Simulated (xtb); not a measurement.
N₂, charge +1, quartet, geometry from GFN2-xTB of the parent state (a state made from the parent by changing its charge; the spin is typed, not shown lowest); GFN0-xTB run with xtb 6.7.1.

xtb was given this input:
```
$ xtb mol.xyz --gfn 0 --chrg 1 --uhf 3 --json

# file mol.xyz
2

N     -0.00000000    -0.00000000    -0.53416778
N      0.00000000     0.00000000     0.53416778
```

It wrote (shortened):

```
   ID    Z sym.   atoms
    1    7 N      1, 2

           -------------------------------------------------
          |                Calculation Setup                |
           -------------------------------------------------

           -------------------------------------------------
          |                 G F N 0 - x T B                 |
           -------------------------------------------------

          ...................................................
          :                      SETUP                      :
          :.................................................:
          :  # basis functions                   8          :
          :  # atomic orbitals                   8          :
          :  # shells                            4          :
          :  # electrons                         9          :
          :  electronic temp.          300.0000000     K    :
          :  accuracy                    1.0000000          :
          :  -> integral cutoff          0.2500000E+02      :
          :  -> integral neglect         0.1000000E-07      :
          ...................................................

         :::::::::::::::::::::::::::::::::::::::::::::::::::::
         ::                     SUMMARY                     ::
         :::::::::::::::::::::::::::::::::::::::::::::::::::::
         :: total energy              -3.500872402124 Eh    ::
         :: gradient norm              0.516961189867 Eh/a0 ::
         :: HOMO-LUMO gap              0.000000000000 eV    ::
         ::.................................................::
         :: H0 energy                 -5.231699598136 Eh    ::
         :: repulsion energy           0.097859606037 Eh    ::
         :: electrostat energy         1.633043322477 Eh    ::
         :: -> Gsolv                   0.000000000000 Eh    ::
         ::    -> Gsasa                0.000000000000 Eh    ::
         ::    -> Gshift               0.000000000000 Eh    ::
         :: dispersion energy         -0.000075732502 Eh    ::
         :: short-range corr.          0.000000000000 Eh    ::
         :: add. restraining           0.000000000000 Eh    ::
         :: total charge               1.000000000000 e     ::
         :::::::::::::::::::::::::::::::::::::::::::::::::::::

           -------------------------------------------------
          |                Property Printout                |
           -------------------------------------------------

    * Orbital Energies and Occupations

         #    Occupation            Energy/Eh            Energy/eV
      -------------------------------------------------------------
         1        2.0000           -0.8442173             -22.9723
         2        2.0000           -0.6466397             -17.5960
         3        1.5000           -0.5185228             -14.1097
         4        1.5000           -0.5185228             -14.1097
         5        1.0000           -0.4393070             -11.9542
         6        0.5000           -0.2524762              -6.8702 (HOMO)
         7        0.5000           -0.2524762              -6.8702 (LUMO)
         8                          0.9502130              25.8566
      -------------------------------------------------------------
                  HL-Gap            0.0000000 Eh            0.0000 eV
             Fermi-level            0.0000000 Eh            0.0000 eV

     #   Z          covCN         q      C6AA      α(0)
     1   7 N        0.981     0.500    13.583     5.306
     2   7 N        0.981     0.500    13.583     5.306

 Mol. C6AA /au·bohr⁶  :         54.333340
 Mol. C8AA /au·bohr⁸  :       1198.637133
 Mol. α(0) /au        :         10.612297

Wiberg/Mayer (AO) data.
largest (>0.10) Wiberg bond orders for each atom

 ---------------------------------------------------------------------------
     #   Z sym  total        # sym  WBO       # sym  WBO       # sym  WBO
 ---------------------------------------------------------------------------
     1   7 N    1.652 --     2 N    1.652
     2   7 N    1.652 --     1 N    1.652
 ---------------------------------------------------------------------------

Topologies differ in total number of bonds
Writing topology from bond orders to xtbtopo.mol

 dipole moment from electron density (au)
     X       Y       Z
   0.0000  -0.0000   0.0000  total (Debye):    0.000

           -------------------------------------------------
          | TOTAL ENERGY               -3.500872402124 Eh   |
          | GRADIENT NORM               0.516961189867 Eh/α |
          | HOMO-LUMO GAP               0.000000000000 eV   |
           -------------------------------------------------

normal termination of xtb
```
